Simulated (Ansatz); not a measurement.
doublet C2H4NO: levels of theory in one basis

```xyz
8

C    -1.4472   -0.4918   -0.0003
N    -0.5751    0.5706   -0.0001
C     0.7990    0.4479    0.0001
H    -2.5048   -0.2902    0.0015
H    -1.0238   -1.4813    0.0001
H    -0.9510    1.5078   -0.0006
H     1.3008    1.4310    0.0004
O     1.3867   -0.6122    0.0000
```

Basis set: cc-pVTZ (spherical functions). Left uncorrelated: 4 orbitals. Correlation on ROHF uses semicanonical orbitals with singles. Charge 0, multiplicity 2.

Computed with Ansatz (development build ahead of 0.2.0); each method stands on the lowest determinant of its kind that the runs found.

```
  method  E − E(ROHF) (eV)  <S²> of the determinant
    ROHF              0.00                     0.75
     UHF             -0.15                     0.77
ROHF-MP2            -20.40                        –
 UHF-MP2            -20.37                     0.77
```

(1) Is a single determinant a sound starting point here?

Answers

(1) By this sign, yes. Unrestricted orbitals gain 0.15 eV and <S²> is 0.77 against 0.75 for a pure state.
